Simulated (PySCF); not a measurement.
**Silicon: a sound run and one with changed settings**

Sound run: Si [Ne] 3s2 3p2, Si+ [Ne] 3s2 3p1. Computed with PySCF 2.14 in jorge-DZP-DKH (7s4p1d, 24 functions), with the spin-free X2C one-electron Hamiltonian (Gaussian nucleus). In the sound run the correlated levels freeze [Ne]. The sound run starts from symmetry-adapted Hartree-Fock orbitals and uses a fine grid where one is needed.

Changed run: basis STO-3G, all-electron and non-relativistic. This setting is unsound on purpose.

```json
{"species": "Si", "method": "UHF", "sound run (hartree)": "-289.44986", "changed run (hartree)": "-285.46622", "converged": "yes"}
{"species": "Si", "method": "PBE", "sound run (hartree)": "-289.83037", "changed run (hartree)": "-285.77128", "converged": "yes"}
{"species": "Si", "method": "MN15", "sound run (hartree)": "-289.98846", "changed run (hartree)": "-285.07516", "converged": "yes"}
{"species": "Si", "method": "MP2", "sound run (hartree)": "-289.49563", "changed run (hartree)": "-285.47352", "converged": "yes"}
{"species": "Si", "method": "CCSD(T)", "sound run (hartree)": "-289.51556", "changed run (hartree)": "-285.47963", "converged": "yes"}
{"species": "Si+", "method": "UHF", "sound run (hartree)": "-289.16977", "changed run (hartree)": "-285.32969", "converged": "yes"}
{"species": "Si+", "method": "PBE", "sound run (hartree)": "-289.53008", "changed run (hartree)": "-285.60658", "converged": "yes"}
{"species": "Si+", "method": "MN15", "sound run (hartree)": "-289.69224", "changed run (hartree)": "-284.91159", "converged": "yes"}
{"species": "Si+", "method": "MP2", "sound run (hartree)": "-289.20512", "changed run (hartree)": "-285.34477", "converged": "yes"}
{"species": "Si+", "method": "CCSD(T)", "sound run (hartree)": "-289.22392", "changed run (hartree)": "-285.35653", "converged": "yes"}
```

Ionisation energy of Si:

| method | sound run (eV) | changed run (eV) |
| --- | --- | --- |
| UHF | 7.621 | 3.715 |
| PBE | 8.171 | 4.482 |
| MN15 | 8.061 | 4.451 |
| MP2 | 7.905 | 3.503 |
| SCS-MP2 | 7.832 | 3.461 |
| CCSD | 7.925 | 3.350 |
| CCSD(T) | 7.936 | 3.350 |

A minimal basis cannot let orbitals breathe on ionisation and holds almost no correlation. The Hamiltonian changed with the basis, so the totals do not compare.

For comparison, NIST gives 8.152 eV between the lowest levels.
